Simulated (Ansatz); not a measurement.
# AlH6PSi: structure from calculated spectroscopic constants

These gas-phase data were calculated for one isomer of AlH6PSi at PBE0-D3(BJ)/def2-SVP (harmonic, unscaled wavenumbers; equilibrium rotational constants with average atomic masses):

| Property | Result |
| --- | --- |
| rotational constants | 8.262, 2.599, 2.093 GHz |
| all wavenumbers above 1500 cm⁻¹ | 2409, 2247, 2236, 2205, 1947, 1933 |

Candidates:

(1) `[AlH2][PH][SiH3]`, a singlet
(2) `[AlH2][SiH2]P`, a singlet
(3) `[SiH3][AlH][PH2]`, a singlet

Question: Which structure fits?

Answer: Candidate (1). 3 modes lie between 2000 and 2380 cm⁻¹, one for each Si–H bond, while (2) has 2. 1 mode lies between 2250 and 2520 cm⁻¹, one for each P–H bond, while (3) has 2.

The same quantities for all candidates:

```
     rotational constants (GHz)         wavenumbers above 1500 cm⁻¹  E above the lowest, PBE0-D3(BJ)/def2-SVP (kcal/mol)
(1)         8.262, 2.599, 2.093  2409, 2247, 2236, 2205, 1947, 1933                                                  0.0
(2)         8.273, 2.233, 1.876  2399, 2383, 2220, 2211, 1930, 1918                                                 11.7
(3)           11.9, 1.751, 1.57  2427, 2407, 2216, 2208, 2199, 1919                                                  4.3
```

Each candidate is one conformer. Programs: Ansatz 0.2.0.
